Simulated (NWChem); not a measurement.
Molecule: ethane (C$_{2}$H$_{6}$); SMILES CC

Program: NWChem. Geometry: optimised at PBE0/def2-SVP.

Diagonal of the polarisability tensor at PBE0/def2-SVPD, static: 27.27, 27.27, 30.86 bohr³.

### Question
Find the mean polarisability volume, the molar refraction, and the refractive index that an ideal gas of it would have at 273.15 K and 1 atm.

### Answer

1. Mean: one third of the trace = 28.46 bohr³ × 0.14818 Å³/bohr³ = 4.22 Å³.
2. Molar refraction (Lorentz-Lorenz): (4π/3) N_A α = 10.6 cm³/mol.
3. Number density p/kT = 2.687 × 10⁻⁵ Å⁻³; n − 1 = 2π N α = 7.12 × 10⁻⁴.
4. These hold the electronic response alone: vibrational and orientational terms add to the static dielectric constant.
